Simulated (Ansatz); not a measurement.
# CH3ClSi, SMILES [SiH3][C]Cl: a composite energy at a relaxed geometry

Program: the Python package of Ansatz (0.2.0).

The script reads `ch3clsi.xyz`:
```text
6

Si   -0.55090    0.00670   -0.03010
C     1.06120   -0.91600   -0.21800
Cl    2.41340    0.16340    0.19100
H    -0.69470    0.46590    1.35950
H    -1.66840   -0.88700   -0.36860
H    -0.56070    1.16690   -0.93370
```

Interactive session:
```pycon
>>> import ansatz as az
>>> import numpy as np
>>> geometry = az.Crystal.molecule_from_extxyz("ch3clsi.xyz")
>>> base = (
...     geometry.calculation()
...     .basis(gaussian="def2-SVP")  # the orbital basis, by name
...     .functional("r2scan", dispersion="d4")
...     .spin("collinear", total=2)
... )
>>> symbols = [site.symbol for site in geometry.cartesian_sites]
>>> start = np.array([site.position_ang for site in geometry.cartesian_sites], dtype=float)
>>> data = base.relax(force_tolerance=0.01).run().report
>>> end = np.array(data["positions_ang"])
>>> print("final positions (A) and the move of each atom")
final positions (A) and the move of each atom
>>> for symbol, xyz, old in zip(symbols, end, start):
...     print(f"{symbol:2s} {xyz[0]:10.5f} {xyz[1]:10.5f} {xyz[2]:10.5f}   {np.linalg.norm(xyz - old):7.4f}")
...
Si   -0.59116    0.06162   -0.01568    0.0696
C     1.09831   -0.66167   -0.13807    0.2692
Cl    2.66697   -0.14428    0.11175    0.4065
H    -0.87619    0.52021    1.38021    0.1906
H    -1.55740   -1.00538   -0.39831    0.1650
H    -0.74063    1.22940   -0.93980    0.1906
>>> minimum = az.Crystal.molecule()
>>> for symbol, place in zip(symbols, end):
...     minimum = minimum.atom(symbol, place.tolist())
...
>>> at_minimum = minimum.calculation().spin("collinear", total=2)
>>> # MP2 extrapolated to the basis limit, plus the small-basis difference CCSD(T) - MP2
>>> level = lambda method, basis: at_minimum.basis(gaussian=basis).correlation(method).run().report
>>> small, large, cluster = level("mp2", "cc-pVDZ"), level("mp2", "cc-pVTZ"), level("ccsd_t", "cc-pVDZ")
>>> corr = lambda each: (each["free_energy_ev"] - each["reference_energy_ev"]) / 27.211386246
>>> mp2_limit = (27 * corr(large) - 8 * corr(small)) / 19
>>> pieces = {"HF / cc-pVTZ": large["reference_energy_ev"] / 27.211386246, "MP2 correlation, DZ-TZ limit": mp2_limit, "CCSD(T) - MP2 / cc-pVDZ": corr(cluster) - corr(small)}
>>> for name, value in pieces.items():
...     print(f"{name:32s} {value:14.6f} Ha")
...
HF / cc-pVTZ                        -788.003474 Ha
MP2 correlation, DZ-TZ limit          -0.459843 Ha
CCSD(T) - MP2 / cc-pVDZ               -0.058378 Ha
>>> print(f"{'sum':32s} {sum(pieces.values()):14.6f} Ha")
sum                                 -788.521695 Ha
>>> print("T1 diagnostic", round(cluster["correlation"]["coupled_cluster"]["t1_diagnostic"], 4))
T1 diagnostic 0.0193
```

These settings explore the input space; basis and method may be short of convergence. The sum leaves out core correlation, relativity, the Hartree-Fock basis error and zero-point energy; a DZ-TZ extrapolation is rough. The run takes the species as open-shell (spin multiplicity 3), which needn't be its ground state. Inner cores stay frozen, so this is valence correlation. For Al to Cl the sets with a tight d function, cc-pV(X+d)Z, are usual. An extrapolation from small basis sets is rough. Wall time of the script: 37 s on 1 thread of Arm Neoverse V2 (shared host), peak memory 0.35 GiB.
